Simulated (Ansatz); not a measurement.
# H6Si2: the cost of one run

Method: DFT PBE0, Gaussian basis def2-TZVPP, and further levels as typed in the inputs, in Ansatz 0.2.0.

## Step 1: The structure to begin with

Bond lengths: Si1–Si2 2.302 Å, Si1–H3 1.489 Å, Si1–H4 1.489 Å, Si1–H5 1.489 Å, Si2–H6 1.489 Å, Si2–H7 1.489 Å, Si2–H8 1.489 Å. Angles: Si1–Si2–H6 110.8°, Si1–Si2–H7 110.8°, Si1–Si2–H8 110.8°, H6–Si2–H7 108.1°, H6–Si2–H8 108.1°, H7–Si2–H8 108.1°, Si2–Si1–H3 110.8°, Si2–Si1–H4 110.8°, Si2–Si1–H5 110.8°, H3–Si1–H4 108.1°, H3–Si1–H5 108.1°, H4–Si1–H5 108.1°.

Coordinates:

```xyz
8

Si    1.1499    0.0486    0.0027
Si   -1.1499   -0.0486   -0.0027
H     1.7342   -1.2196   -0.5135
H     1.6669    0.2684    1.3812
H     1.6343    1.1640   -0.8561
H    -1.7342    1.2196    0.5135
H    -1.6343   -1.1640    0.8561
H    -1.6669   -0.2684   -1.3812
```

## Step 2: Relaxing the atoms: H6Si2

File input.yaml:

```yaml
relax:
  f_tol: 0.001
  max_steps: 200
crystal:
  periodic: [false, false, false]
  atoms:
    - { symbol: Si, position_ang: [1.1499, 0.04859, 0.00267] }
    - { symbol: Si, position_ang: [-1.1499, -0.04859, -0.00267] }
    - { symbol: H, position_ang: [1.73418, -1.21958, -0.51349] }
    - { symbol: H, position_ang: [1.66691, 0.2684, 1.38124] }
    - { symbol: H, position_ang: [1.63426, 1.16395, -0.85606] }
    - { symbol: H, position_ang: [-1.73418, 1.21958, 0.51349] }
    - { symbol: H, position_ang: [-1.63426, -1.16395, 0.85606] }
    - { symbol: H, position_ang: [-1.66691, -0.2684, -1.38124] }
basis:
  gaussian: { orbitals: def2-TZVPP }
hamiltonian:
  xc: pbe0
```

On the command line:

```bash
$ ansatz run input.yaml --threads 4 --pin off --max-ram 14336MiB --backend cpu --events-out ev --progress --plain --runs-dir out
```

What time and memory should one allow on 4 threads of Intel Xeon Platinum 8259CL at 2.50GHz (Skylake/Cascade Lake), shared host?

About 12 s, with a peak of 0.34 GiB.
